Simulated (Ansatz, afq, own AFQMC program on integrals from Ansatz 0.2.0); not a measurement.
AlB, singlet in cc-pVDZ, levels against full CI

```xyz
2

B     0.0000    0.0000    0.0000
Al    0.0000    0.0000    2.0234
```

Basis cc-pVDZ. Noble-gas cores (and the filled d shells of Ga–Kr and In–Xe) are frozen. AFQMC by an in-house program on the Cholesky factors that Ansatz 0.2.0 writes for its CCSD(T) run. ph-AFQMC/CISD is guided by a CISD state made of CCSD amplitudes; releasing the constraint for a short imaginary time cuts its bias at the price of noise, slowly where states lie close. Error bars are statistical, one sigma.

Determinant: RHF, the one that the program's search chose, which needn't be the lowest solution. The geometry is a PBE0/def2-TZVP stationary point of this or a neighbouring charge and spin state.

Full CI on the same integrals is exact in this basis and with this determinant's frozen core.

Cautions: another spin lies lower (by 605 meV); restricted determinant unstable towards unrestricted (UHF 1.59 eV lower, ⟨S²⟩ 1.26); the search met a lower determinant of the same kind, perhaps of another symmetry (199 meV lower), and this one is a saddle point; strong correlation (T1 0.061, weight of the determinant 0.77, largest double 0.17); (T) is large, 7 % of the CCSD correlation; the CCSDTQ amplitudes may be one of several solutions (largest double 0.90); the released energies are still falling, so no released level is given (meV from the phaseless value at times in 1/Eh: -21 ± 4 at 0.24, -35 ± 5 at 0.51, -55 ± 5 at 0.99, -74 ± 4 at 1.62, -91 ± 6 at 2.40); the determinant fills πx and πy unequally, so it mixes two states of the linear molecule, and each level undoes that mixture to a different degree, while full CI gives the lower state; CCSDTQ on the UHF determinant differs (605 meV lower), perhaps since the unrestricted series falls towards higher spin.

The T1 diagnostic is 0.0606. The weight of the determinant in the CISD state is 0.770 and the size of the correlated space is 6 electrons in 26 orbitals.

```
  level  correlation energy (eV)
    MP2                  -3.1733
   CCSD                  -4.2421
CCSD(T)                  -4.5296
```

Task: Estimate where phaseless AFQMC with the Hartree–Fock trial lies against CCSD(T) on the same integrals.

Result: 155.7 ± 20.2 meV above CCSD(T).

Reference: full CI, correlation energy -4.725 eV. The cautions show a poor starting determinant, so the rows tell how each method copes with it here, and full CI is the sure value.

```csv
level,E − E(reference) (meV),share of correlation (%)
CCSD(T),195.1,95.87
CCSDT,119.8,97.46
CCSDT(Q),40.3,99.15
CCSDTQ,5.1,99.89
ph-AFQMC/HF,350.9 ± 20.2,92.57
ph-AFQMC/CISD,216.1 ± 4.1,95.43
```

CCSDT and higher add their correlation energy to the determinant of the CCSD(T) run, since their own runs factorise the integrals more tightly (a shift of under 2 meV).
